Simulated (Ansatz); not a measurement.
A made-up structure of NaSiH3O, closed shell:

| atom | x (Å) | y (Å) | z (Å) |
| --- | --- | --- | --- |
| Na1 | -2.6864 | -1.2956 | 0.4264 |
| O2 | -0.9200 | -0.4441 | 0.1444 |
| Si3 | 0.4974 | 0.2399 | -0.0790 |
| H4 | -2.3632 | -3.2011 | 0.8081 |
| H5 | 0.4558 | 1.4298 | -0.9998 |
| H6 | 1.1283 | 0.7511 | 1.1883 |

It is relaxed with PBE-D4/def2-SVP and then PBE0-D4/def2-TZVP (Ansatz 0.2.0). Atoms count as bonded within 1.22 times the sum of their covalent radii (H–H: 0.88 Å). The end point is not checked to be a true minimum.

Problem. Does its bonding change? (Judge from chemistry; the calculation decides.)

Solution. By the calculation: No: no bond forms or breaks.

Where it ends: The first stage lowers the energy by 0.80 eV in 12 steps. It ends as NaSiH₃O ([NaH][O][SiH2]):
```json
{"atom": "Na1", "x (Å)": "-2.1778", "y (Å)": "-1.9860", "z (Å)": "0.5374"}
{"atom": "O2", "x (Å)": "-0.6839", "y (Å)": "-0.3200", "z (Å)": "0.2721"}
{"atom": "Si3", "x (Å)": "0.3985", "y (Å)": "0.7250", "z (Å)": "0.0596"}
{"atom": "H4", "x (Å)": "-3.3738", "y (Å)": "-3.4914", "z (Å)": "0.7277"}
{"atom": "H5", "x (Å)": "0.5835", "y (Å)": "1.4438", "z (Å)": "-1.2214"}
{"atom": "H6", "x (Å)": "1.3655", "y (Å)": "1.1086", "z (Å)": "1.1131"}
```

Labels in which every atom is bracketed show which atoms are joined, not bond orders.

For scale, one of the runs: PBE0-D4/def2-TZVP relaxation, 118 basis functions, launched by `ansatz run in.yaml --threads 2 --pin off --events-out ev --progress --plain --max-ram 4352MiB`. Hardware: 2 CPU threads of an Arm Neoverse N1, shared host. Wall time about 55 s.
